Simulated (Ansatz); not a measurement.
Which is lower?

Two relaxed structures of CH4NSi (charge +1), closed shell (PBE0-D4/def2-TZVP; forces vanish, vibrations not checked).

A:

C1  (-1.127, -0.591, -0.314)
N2  (-0.121, 0.148, -0.580)
Si3  (0.992, 1.092, 0.659)
H4  (-1.691, -1.083, -1.106)
H5  (0.105, 0.236, -1.571)
H6  (0.125, 0.530, 1.771)
H7  (-1.424, -0.729, 0.723)
(Å)

B:

C1  (0.262, 0.362, -0.263)
N2  (-0.045, 0.613, -1.452)
Si3  (0.677, 0.022, 1.349)
H4  (0.448, 1.316, -2.006)
H5  (-0.805, 0.128, -1.934)
H6  (-0.012, 0.811, 2.377)
H7  (1.684, -1.027, 1.552)
(Å)

Ansatz 0.2.0; basis: def2-TZVPP; cores frozen in the correlated methods. B3LYP uses VWN-RPA correlation.

**Question.** Which structure is lower at CCSD(T), and by how much? (An estimate is asked for; the value comes from the calculation.)

**Answer.** Computed: A, by 84.3 kJ/mol (electronic energy, against the other). By their contacts, A is CH₄NSi ([CH2][NH][SiH]), total charge +1 and B is CH₄NSi ([NH2][C][SiH2]), total charge +1.

All methods give the same order:

```csv
method,E(B) − E(A) (kJ/mol)
PBE-D4,55.2
r2SCAN-D4,48.9
PBE0-D4,65.4
B3LYP-D4,72.8
wB97M-V,83.8
HF,102.7
MP2,82.5
CCSD,90.3
CCSD(T),84.3
```

No T1 diagnostic of these runs exceeds 0.020. The restricted Hartree–Fock reference is unstable towards an unrestricted one at one or more of these structures.

Labels in which every atom is bracketed show which atoms are joined, not bond orders.

For scale, one of the runs: CCSD(T)/def2-TZVPP, 160 basis functions, launched by `ansatz run in.yaml --threads 2 --pin off --events-out ev --progress --plain --max-ram 4352MiB`. Hardware: 2 CPU threads of an Arm Neoverse V2, shared host. Wall time 14 s; peak host memory 1.1 GiB.
